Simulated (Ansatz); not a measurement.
Input file:

```yaml
crystal:
  periodic: [false, false, false]
  atoms:
    - {symbol: B, position_ang: [0.000000, 0.000000, 1.368886]}
    - {symbol: Al, position_ang: [0.000000, 0.000000, -0.689391]}
    - {symbol: H, position_ang: [0.000000, 1.077612, 1.885924]}
    - {symbol: H, position_ang: [0.000000, -1.077612, 1.885924]}
basis:
  gaussian: {orbitals: 6-31G}
magnetization: {spin_polarized: true, initial_magnetization: 2}
correlation: {method: ccsd_t, electrons: outside_noble_gas}
output: {forces: true}
```

```sh
$ ansatz run in.yaml --threads 1 --pin off --events-out ev --progress --plain --max-ram 2393MiB
```

Log:

```
328 factors; integrals over basis functions are off by at most 2.5e-4 eV
mean field evaluation 1: about -7281.7220 eV, gradient 9.1e0 eV
mean field evaluation 2: about -7281.7224 eV, gradient 9.1e0 eV
mean field evaluation 4: about -7282.7736 eV, gradient 1.4e0 eV
mean field evaluation 8: about -7282.8828 eV, gradient 2.3e-1 eV
mean field evaluation 16: about -7282.8952 eV, gradient 2.4e-6 eV
mean field evaluation 32: about -7282.8952 eV, gradient 1.2e-4 eV
mean field evaluation 64: about -7282.7725 eV, gradient 1.8e0 eV
mean field evaluation 96: about -7280.4998 eV, gradient 2.1e-1 eV
mean field evaluation 128: about -7281.8937 eV, gradient 2.7e-2 eV
mean field evaluation 160: about -7279.7515 eV, gradient 1.8e0 eV
mean field evaluation 192: about -7279.2971 eV, gradient 4.2e-3 eV
mean field evaluation 224: about -7280.4150 eV, gradient 1.1e0 eV
mean field evaluation 256: about -7279.3127 eV, gradient 2.4e-1 eV
mean field -7282.89519339 eV, -267.6414618333 hartree, gradient 2.4e-6 eV, S^2 2.014369; 11 other end points of the search recorded, 0 dependent functions left out
determinant -7282.89519339 eV, -267.6414618333 hartree, with singles and doubles -7285.64114282 eV, -267.7423736137 hartree
determinant -7281.89373658 eV, -267.6046589745 hartree, with singles and doubles -7284.20655653 eV, -267.6896535401 hartree
determinant -7280.50609213 eV, -267.5536639814 hartree, with singles and doubles -7283.16995395 eV, -267.6515590979 hartree
determinant -7279.46735138 eV, -267.5154909629 hartree, with singles and doubles -7282.67912977 eV, -267.6335216417 hartree
6 core orbitals not correlated: weight in the atoms' cores, before any rotation towards them, 1.000 or more for the frozen orbitals, at most 0.000 for the correlated occupied ones
reference -7282.89519339 eV, -267.6414618333 hartree; 5, 3 occupied and 15, 17 virtual orbitals, 328 factors
second order -2.04989043 eV of doubles, -0.00000000 eV of singles
cycle   1  -2.74621389 eV  change   -2.6e-4 eV  update   1.1e-3
cycle   2  -2.74640988 eV  change   -2.0e-4 eV  update   6.3e-4
cycle   3  -2.74639182 eV  change    1.8e-5 eV  update   2.4e-4
cycle   4  -2.74634422 eV  change    4.8e-5 eV  update   1.2e-4
cycle   5  -2.74649858 eV  change   -1.5e-4 eV  update   4.7e-5
cycle   6  -2.74654896 eV  change   -5.0e-5 eV  update   1.2e-5
cycle   7  -2.74655572 eV  change   -6.8e-6 eV  update   3.7e-6
cycle   8  -2.74655330 eV  change    2.4e-6 eV  update   1.3e-6
cycle   9  -2.74655270 eV  change    6.0e-7 eV  update   3.1e-7
perturbative correction -0.08087705 eV, -0.0029721767 hartree
the calculation of the forces begins
Total energy: -7285.72262313 eV, -267.7453679599 hartree
Atom 0 at     0.000000     0.000000     1.368886 Å, force    -0.000000     0.000000     0.232013 eV/Å
Atom 1 at     0.000000     0.000000    -0.689391 Å, force    -0.000000     0.000000    -0.656403 eV/Å
Atom 2 at     0.000000     1.077612     1.885924 Å, force    -0.000000     0.166171     0.212195 eV/Å
Atom 3 at     0.000000    -1.077612     1.885924 Å, force     0.000000    -0.166171     0.212195 eV/Å
Dipole moment:    -0.000000     0.000000    -0.379311 e Å
```

Forces (eV/Å):
```
B    0.000  0.000  0.232
Al   0.000  0.000 -0.656
H    0.000  0.166  0.212
H    0.000 -0.166  0.212
```

For the same geometry and basis full CI lies 29.0 meV lower.

Ran on 1 thread of Arm Neoverse V1, shared host: 1.2 s wall, 0.08 GiB peak host memory.
